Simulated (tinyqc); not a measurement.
CIS and TDHF on RHF in the sto-3g basis, frozen core, for H2O, spin multiplicity 1, step by step. One step of it, computed by the program tinyqc.

Task: CIS triplet states. Diagonalise A (1 hartree = 27.211386 eV); each vector has its largest component positive (the first on a tie).

CIS matrix A, triplet (hartree), order 2>6, 2>7, 3>6, 3>7, 4>6, 4>7, 5>6, 5>7:
$$\begin{pmatrix}
1.086784 & 0.000000 & 0.000000 & -0.080907 & -0.042804 & 0.000000 & 0.000000 & 0.000000 \\
0.000000 & 1.156551 & -0.080907 & 0.000000 & 0.000000 & 0.013617 & 0.000000 & 0.000000 \\
0.000000 & -0.080907 & 0.448472 & 0.000000 & 0.000000 & -0.062304 & 0.000000 & 0.000000 \\
-0.080907 & 0.000000 & 0.000000 & 0.488930 & -0.062304 & 0.000000 & 0.000000 & 0.000000 \\
-0.042804 & 0.000000 & 0.000000 & -0.062304 & 0.383664 & 0.000000 & 0.000000 & 0.000000 \\
0.000000 & 0.013617 & -0.062304 & 0.000000 & 0.000000 & 0.433734 & 0.000000 & 0.000000 \\
0.000000 & 0.000000 & 0.000000 & 0.000000 & 0.000000 & 0.000000 & 0.284579 & 0.000000 \\
0.000000 & 0.000000 & 0.000000 & 0.000000 & 0.000000 & 0.000000 & 0.000000 & 0.341505
\end{pmatrix}$$

Give: triplet excitation energies; lowest vectors.

Result:

triplet excitation energies (eV): [7.7438, 9.2928, 9.4525, 10.2263, 13.5156, 13.9543, 29.9106, 31.7355]

lowest vectors, order 2>6, 2>7, 3>6, 3>7, 4>6, 4>7, 5>6, 5>7:
$$\begin{pmatrix}
0.0000 & 0.0000 & 0.1005 & 0.0000 & 0.0000 & 0.0907 \\
0.0000 & 0.0000 & 0.0000 & 0.0585 & 0.1022 & 0.0000 \\
0.0000 & 0.0000 & 0.0000 & 0.6866 & 0.7180 & 0.0000 \\
0.0000 & 0.0000 & 0.4483 & 0.0000 & 0.0000 & 0.8849 \\
0.0000 & 0.0000 & 0.8882 & 0.0000 & 0.0000 & -0.4569 \\
0.0000 & 0.0000 & 0.0000 & 0.7247 & -0.6885 & 0.0000 \\
1.0000 & 0.0000 & 0.0000 & 0.0000 & 0.0000 & 0.0000 \\
0.0000 & 1.0000 & 0.0000 & 0.0000 & 0.0000 & 0.0000
\end{pmatrix}$$
